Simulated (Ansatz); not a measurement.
Antifluorite Mg₂Sn, treated with HSE06-D3(BJ) in Ansatz (PAW).

Numerical settings: plane-wave cutoff 460 eV, 6×6×6 k mesh, Fermi–Dirac smearing 0.01 eV, scalar-relativistic PAW data made under PBE.

Properties against volume:

```csv
V (Å³/atom),P (GPa),direct gap at Γ (eV),smallest gap on the k mesh (eV)
23.166,2.93,2.718,0.375
23.776,1.37,2.551,0.358
24.122,0.58,2.459,0.328
24.995,-1.20,2.232,0.255
25.710,-2.43,2.055,0.198
```

The fundamental gap (0.30 eV at the equilibrium volume, on the SCF mesh) lies elsewhere than Γ–Γ.

Measured, for comparison: band gap 0.36 eV (temperature not stated, not corrected to a static lattice, indirect, Γ–X; as tabulated in Ryu et al. (2019), arXiv:1905.06140).

Spin–orbit coupling is not included.

Ansatz is a quantum-chemistry and plane-wave program.
